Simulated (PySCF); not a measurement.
Argon: highly charged ions in a basis for the neutral atom

Ar¹⁶⁺ 1s2, Ar¹⁷⁺ 1s1. Computed with PySCF 2.14 in 6-31G*, with no relativity, point nucleus. No spin-orbit coupling, so a gap to NIST mixes the basis error with missing relativistic terms.

Changed run: basis of the neutral atom used for a highly charged ion. This setting is unsound on purpose.

```json
{"species": "Ar¹⁶⁺", "method": "UHF", "sound run (hartree)": "not run", "changed run (hartree)": "-312.81917", "converged": "yes"}
{"species": "Ar¹⁶⁺", "method": "r2SCAN", "sound run (hartree)": "not run", "changed run (hartree)": "-312.86896", "converged": "yes"}
{"species": "Ar¹⁶⁺", "method": "M06-L", "sound run (hartree)": "not run", "changed run (hartree)": "-313.01120", "converged": "yes"}
{"species": "Ar¹⁷⁺", "method": "UHF", "sound run (hartree)": "not run", "changed run (hartree)": "-161.91079", "converged": "yes"}
{"species": "Ar¹⁷⁺", "method": "r2SCAN", "sound run (hartree)": "not run", "changed run (hartree)": "-161.91175", "converged": "yes"}
{"species": "Ar¹⁷⁺", "method": "M06-L", "sound run (hartree)": "not run", "changed run (hartree)": "-161.97288", "converged": "yes"}
```

Ionisation energy of Ar¹⁶⁺:

| method | changed run (eV) | NIST (eV) |
| --- | --- | --- |
| UHF | 4106.4 | 4120.7 |
| r2SCAN | 4107.8 | 4120.7 |
| M06-L | 4110.0 | 4120.7 |

The contracted functions were made for the neutral atom and can be too rigid for a highly charged ion.
